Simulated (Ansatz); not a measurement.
This geometry of H3P + H3Si (8 atoms, charge 0, multiplicity 2) is a first-order saddle point.

Method: Ansatz, UKS PBE0/def2-SVP.

```xyz
8
Properties=species:S:1:pos:R:3
H 0.286 -0.010 0.648
P 1.317 0.689 1.564
Si -0.975 -0.693 -0.732
H 0.892 1.977 1.109
H 2.323 0.589 0.554
H -2.287 -0.017 -0.493
H -1.102 -2.172 -0.557
H -0.454 -0.363 -2.094
```

Question: Which two structures does it join? (They come from a converged band through this point; their orientation in space is the band's.)

Answer: Bonds broken: H1–P2. Bonds formed: H1–Si3. H3P + H3Si becomes H2P + H4Si.

First end point:

```xyz
8
Properties=species:S:1:pos:R:3
H 0.687 0.214 1.087
P 1.674 0.934 1.834
Si -1.338 -0.928 -1.046
H 1.217 2.203 1.361
H 2.652 0.817 0.799
H -2.636 -0.240 -0.783
H -1.450 -2.404 -0.849
H -0.807 -0.595 -2.402
```

Last end point:

```xyz
8
Properties=species:S:1:pos:R:3
H -0.244 -0.410 0.246
P 1.873 1.095 1.955
Si -1.182 -0.857 -0.830
H 1.302 2.275 1.375
H 2.728 0.908 0.820
H -2.500 -0.180 -0.651
H -1.364 -2.336 -0.750
H -0.614 -0.496 -2.163
```

Question: How far does it lie above each of them?

Answer: 0.083 eV above the first and 0.414 eV above the second. This is the barrier of this one path; another mechanism may lie lower.

Run time: 54 s on 2 threads of Arm Neoverse V1 (shared host), peak memory 0.15 GiB.
